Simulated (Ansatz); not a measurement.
A relaxed structure of Ag. Computed with PBE (plane waves to 420 eV, PAW, scalar-relativistic; Ansatz, a program for electronic structure).

```cif
data_Ag
_chemical_formula_sum 'Ag1'
_space_group_name_H-M_alt 'P 1'
_space_group_IT_number 1
_cell_length_a 2.93320
_cell_length_b 2.93320
_cell_length_c 2.93320
_cell_angle_alpha 60.000
_cell_angle_beta 60.000
_cell_angle_gamma 60.000
loop_
_space_group_symop_operation_xyz
  'x, y, z'
loop_
_atom_site_label
_atom_site_type_symbol
_atom_site_fract_x
_atom_site_fract_y
_atom_site_fract_z
_atom_site_occupancy
Ag1 Ag 0.50000 0.50000 0.50000 1
```

**Question.** Determine the symmetry and give the standard cell with its independent sites.

**Answer.** Space group Fm-3m (No. 225); a = b = c = 4.1482 Å, α = β = γ = 90.00°

```csv
atom,site,symmetry,x,y,z
Ag,4b,m-3m,0.5000,0.5000,0.5000
```

This is the fcc (Cu type).

**Question.** Give the shortest distances between elements (the closest pairs, up to four, under 3.6 Å).

**Answer.** Ag–Ag 2.93 Å.

```json
{
  "volume_per_atom": "17.84 Å³",
  "density": "10.04 g/cm³",
  "band_gap": "no gap (metallic)"
}
```

No spin polarisation in the result.

Measured for Ag: a 4.062 Å (static lattice; corrected from measurement; as listed in Daniel Mejia-Rodriguez, S. B. Trickey, Phys. Rev. B (2018)). Computed minus measured — a: PBE +2.1 %. The computed values are for a static lattice.

The run could not lose the symmetry of its start.

It was reached from a disturbed copy of a P6/mmm (No. 191) cell, against which it lies -0.06 eV/atom.
